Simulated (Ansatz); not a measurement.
# CH6BN: the cost of one run

Program: Ansatz 0.2.0. Level of theory: RKS PBE-D4/def2-SVP. These are calculated values, not measurements.

## 1. The structure to begin with

Bond lengths: B1–C2 1.800 Å, C2–H3 1.110 Å, C2–H4 1.110 Å, C2–H5 1.110 Å, B1–N7 1.550 Å, N7–H8 1.060 Å, N7–H9 1.060 Å. Angles: B1–C2–H3 74.9°, B1–C2–H4 132.6°, B1–C2–H5 113.1°, H3–C2–H4 109.4°, H3–C2–H5 109.4°, H4–C2–H5 109.4°, C2–B1–N7 156.1°, B1–N7–H8 120.0°, B1–N7–H9 120.0°, H8–N7–H9 120.0°.

Structure file:

```xyz
9

B     0.0000    0.0000    0.0000
C     1.0599    0.0000    1.4549
H     0.0603   -0.3092    1.8254
H     1.8275   -0.7111    1.8254
H     1.2919    1.0203    1.8254
H     1.3894    0.0000   -0.0408
N    -1.3423    0.0000   -0.7750
H    -2.0112   -0.8164   -0.6764
H    -1.5914    0.8164   -1.4036
```

## 2. Pulling towards end A

Springs on the bonds that form and break draw the guess towards this end; the thresholds are loose.

input.yaml

```yaml
crystal:
  periodic: [false, false, false]
  atoms:
    - { symbol: B, position_ang: [0.0, 0.0, 0.0] }
    - { symbol: C, position_ang: [1.0599, 0.0, 1.4549] }
    - { symbol: H, position_ang: [0.0603, -0.3092, 1.8254] }
    - { symbol: H, position_ang: [1.8275, -0.7111, 1.8254] }
    - { symbol: H, position_ang: [1.2919, 1.0203, 1.8254] }
    - { symbol: H, position_ang: [1.3894, 0.0, -0.0408] }
    - { symbol: "N", position_ang: [-1.3423, 0.0, -0.775] }
    - { symbol: H, position_ang: [-2.0112, -0.8164, -0.6764] }
    - { symbol: H, position_ang: [-1.5914, 0.8164, -1.4036] }
basis:
  gaussian: { orbitals: def2-SVP }
hamiltonian:
  xc: pbe
  dispersion: d4
relax:
  f_tol: 0.15
  max_steps: 25
  restrain:
    - { distance: [1, 5], at: 2.31, k: 30.0 }
    - { distance: [0, 1], at: 1.6, k: 30.0 }
    - { distance: [0, 5], at: 1.19, k: 30.0 }
```

Run with:

```
ansatz run input.yaml --threads 1 --pin off --max-ram 2048MiB --backend cpu --events-out ev --progress --plain --runs-dir out
```

What time and memory should one allow on 1 thread of AMD EPYC 9R45 (Zen 5), shared host?

About 6.5 s, with a peak of 0.15 GiB.
